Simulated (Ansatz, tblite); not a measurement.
Isomers of Al3H2 (doublet), found by a short tight-binding search and relaxed with B3LYP-D4/def2-TZVP in Ansatz.

The xTB rows come from tblite. Correlated methods freeze 15 core orbitals. In CCSD on the charge 0 doublet the largest single amplitude is 0.23, so its Hartree–Fock determinant may place the open shell otherwise than the density functionals do.

Run but left out: HF/def2-TZVPP, MP2/def2-TZVPP (A: ⟨S²⟩ 1.14, where a pure state has 0.75).

A: At CCSD(T)/def2-TZVPP T1 of the charge 0 doublet is large (up to 0.071), so the single-reference result is doubtful. At CCSD(T)/def2-TZVPP the charge 0 doublet is spin-contaminated (final ⟨S²⟩ up to 1.14, 0.75 for a pure state). B: At r2SCAN-D4/def2-TZVP, r2SCANh-D4/def2-TZVP, CCSD(T)/def2-TZVPP the charge 0 doublet is spin-contaminated (final ⟨S²⟩ up to 1.18, 0.75 for a pure state). At CCSD(T)/def2-TZVPP T1 of the charge 0 doublet is large (up to 0.070), so the single-reference result is doubtful.

Other spin states were run for one of them alone.

A:

```xyz
5

Al   -1.511   -0.442   -1.376
Al   -0.734   -0.635    0.991
Al    0.712    0.638   -1.006
H     2.113    1.403   -1.162
H    -0.580   -0.963    2.553
```

B:

Cartesian coordinates in Å:
```
Al -1.922 -0.053 -0.013
Al 0.503 0.547 -0.925
Al 0.669 -1.774 0.363
H 1.397 -0.041 0.447
H -0.647 1.322 0.127
```

**Question.** Estimate which lies lowest at each level, and how far above it the others are (kcal/mol).

**Answer.** 
```tsv
level	A	B
GFN1-xTB	20.7	0.0
GFN2-xTB	0.0	23.6
PBE-D4/def2-TZVP	0.0	7.3
revPBE-D4/def2-TZVP	0.0	7.1
r2SCAN-D4/def2-TZVP	0.0	12.1
r2SCANh-D4/def2-TZVP	0.0	11.9
PBE0-D4/def2-TZVP	0.0	9.3
CCSD/def2-TZVPP	0.0	10.1
CCSD(T)/def2-TZVPP	0.0	10.8
```
Point groups (tolerance 0.1 Å): A C2v, B Cs. Lower isomers may exist.
